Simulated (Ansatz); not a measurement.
Polycrystal shear modulus (GPa) of solids drawn from the class of alkali halides, at two levels: PBE in Ansatz (PAW), and LDA (Ansatz, a program for electronic structure, PAW).

```tsv
solid	PBE	LDA
rock-salt LiCl	20.3	?
rock-salt KI	5.67	7.35
rock-salt RbCl	7.66	9.75
rock-salt KF	16.6	21.1
rock-salt LiF	46.1	62.3
rock-salt NaI	8.37	10.8
rock-salt NaF	29.5	37.5
rock-salt NaCl	14.3	17.8
rock-salt LiBr	16.0	21.9
rock-salt KBr	7.51	9.68
```

Estimate the withheld LDA value from the other rows.

One way: carry over the typical ratio. The ratios LDA / PBE of the other rows, in order: 1.245, 1.271, 1.271, 1.273, 1.289, 1.290, 1.296, 1.351, 1.369; median 1.289. Rock-salt LiCl: 20.3 × 1.289 = 26.2 GPa; the run gives 27.5 GPa. The ratios spread from 1.245 to 1.369, so such an estimate is rough.

Over all 10 rows LDA is the larger in 10.

Spin–orbit coupling is left out, also for the solids with elements from indium on (rock-salt KI, rock-salt NaI); its size isn't shown.

Each level is taken at its own relaxed cell. Ansatz's density-functional and Hartree–Fock values are scalar-relativistic unless marked +SOC, with PAW data made under PBE.
